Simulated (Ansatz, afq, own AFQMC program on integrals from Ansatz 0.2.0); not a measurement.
S, triplet in 6-31G, levels against full CI

A free S atom.

Basis 6-31G. Only valence electrons are correlated. AFQMC by an in-house program on the Cholesky factors that Ansatz 0.2.0 writes for its CCSD(T) run. The CISD trial takes its coefficients from CCSD amplitudes. Released means that phaseless walkers are propagated on without the constraint, phases kept. Free AFQMC starts from the CCSD state and is never constrained. Its projection time is finite, and what remains of the start isn't in its error. Uncertainties: one standard error, sampling alone.

Determinant: UHF, the one that the program's search chose, which needn't be the lowest solution.

Full CI on the same integrals is exact in this basis and with this determinant's frozen core.

* T1 diagnostic: 0.0049
* weight of the determinant in the CISD state: 0.985
* ⟨S²⟩ of the determinant: 2.001
* size of the correlated space: 6 electrons in 8 orbitals

Reference: full CI, correlation energy -0.630 eV. The released energy is read at 1.50 1/Eh (meV from the phaseless value at times in 1/Eh: 0.00 ± 0.19 at 0.24, 0.03 ± 0.18 at 0.50, 0.07 ± 0.15 at 1.00, 0.25 ± 0.14 at 1.50).

```csv
level,E − E(reference) (meV),share of correlation (%)
HF,629.9,0.00
MP2,148.6,76.41
CCSD,6.3,99.00
CCSD(T),1.2,99.81
CCSDT,-0.4,100.06
CCSDT(Q),-0.1,100.01
CCSDTQ,0.0,100.00
ph-AFQMC/HF,13.4 ± 5.8,97.87
ph-AFQMC/CISD,-0.1 ± 0.2,100.02
released AFQMC,0.1 ± 0.1,99.98
free AFQMC,-0.1 ± 0.09,100.01
```

CCSDT and higher add their correlation energy to the determinant of the CCSD(T) run, since their own runs factorise the integrals more tightly (a shift of under 2 meV). Free projections are given only where their last times agree within the noise and don't stop above the reference; a slow remainder of the start can still hide under it. A walk keeps the symmetry of its determinant, which the program's search chose and which needn't be the lowest solution, so a lower state of the same spin and another symmetry isn't excluded. Released energies are given only where the last usable release times agree within the noise; a slower fall can still hide under it.
